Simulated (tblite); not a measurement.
Species: C3H3ClFO (doublet state).
SMILES with atom numbers: `[F:1][CH2:2][O:3]/[C:4]=[CH:5]\[Cl:6]` (hydrogens: H7, H8 on C2; H9 on C5)

Structure used (GFN2-xTB), in Å, numbered top down from 1:
```
atom  x, y, z in Å
F1    -1.873    0.517   -0.751
C2    -1.331   -0.405    0.092
O3    -0.531    0.225    1.052
C4     0.606    0.759    0.686
C5     1.637    0.591   -0.066
Cl6    1.978   -0.971   -0.925
H7    -2.154   -0.892    0.627
H8    -0.752   -1.107   -0.524
H9     2.434    1.291   -0.214
```

All values are computed: GFN2-xTB (tblite) harmonic vibrations without scaling, gas phase. The method is semi-empirical: single wavenumbers can be off by several per cent or more. One conformer, not necessarily the lowest. Open shells enter through the occupations alone, without spin polarisation, and single modes of such species can be off by tens of per cent.

Harmonic wavenumbers (cm⁻¹): 39.0, 116.1, 124.7, 261.2, 388.8, 492.7, 541.5, 609.2, 727.6, 916.1, 1008.4, 1044.2, 1085.7, 1135.8, 1208.6, 1297.3, 1401.7, 1775.8, 2912.9, 2956.7, 3141.2.

A = 5425, B = 1615, C = 1422 MHz; mass 108.986 u (most abundant isotopes); point group C1, symmetry number 1; spin multiplicity 2.

Q: Zero-point energy?

A: ½Σν̃ = 11593 cm⁻¹ = 33.15 kcal/mol.

Q: Give the ideal-gas entropy at 200 K and 1 bar in the rigid-rotor, harmonic-oscillator model (classical rotation).

A: Translation 38.02, rotation 26.46, vibration 11.41, spin (R ln 2) 1.38: S = 77.3 cal/(mol K).

Q: And Cp and H(200 K) − H(0)?

A: Cp = 18.80 cal/(mol K), of which vibrations give 10.85 (their classical limit is 21 R = 41.7); H(200 K) − H(0) = 2.76 kcal/mol without the zero-point energy, 1.17 from vibrations.

Q: What must be added to the electronic energy to get the Gibbs energy at 200 K and 1 bar?

A: ZPE + [H(200 K) − H(0)] − T·S = 33.15 + 2.76 − 15.45 = 20.46 kcal/mol.

Q: How do the functions run with temperature in this model?

A: 
| T (K) | S (cal/(mol K)) | Cp (cal/(mol K)) | H − H(0) (kcal/mol) | G − H(0) (kcal/mol) | ln q(vib) |
| --- | --- | --- | --- | --- | --- |
| 50 | 57.3 | 11.4 | 0.47 | -2.39 | 0.46 |
| 100 | 66.1 | 14.1 | 1.12 | -5.49 | 1.26 |
| 298.15 | 85.6 | 23.4 | 4.83 | -20.70 | 4.20 |
| 373.15 | 91.3 | 26.7 | 6.72 | -27.34 | 5.23 |
| 500 | 99.7 | 31.3 | 10.41 | -39.46 | 6.92 |
| 750 | 113.6 | 37.2 | 19.03 | -66.20 | 10.00 |
| 1000 | 124.9 | 40.7 | 28.80 | -96.06 | 12.77 |

q(vib) and H(0) count from the zero-point level.

Q: Blend soft modes into free rotors: weight 1/[1 + (100 cm⁻¹/ν̃)⁴] for the oscillator and the rest for a rotor with moment μB/(μ + B), μ = h/(8π²ν), B = 10⁻⁴⁴ kg m². What vibrational entropy results?

A: 10.28 cal/(mol K) in place of 11.41, which changes −T·S at 200 K by +0.23 kcal/mol.

Hindered rotation and anharmonicity are outside this model. Other conformers, if any are populated, would add a mixing term that is left out. The structure is chiral; the term R ln 2 for an equal mix with its mirror image is left out.
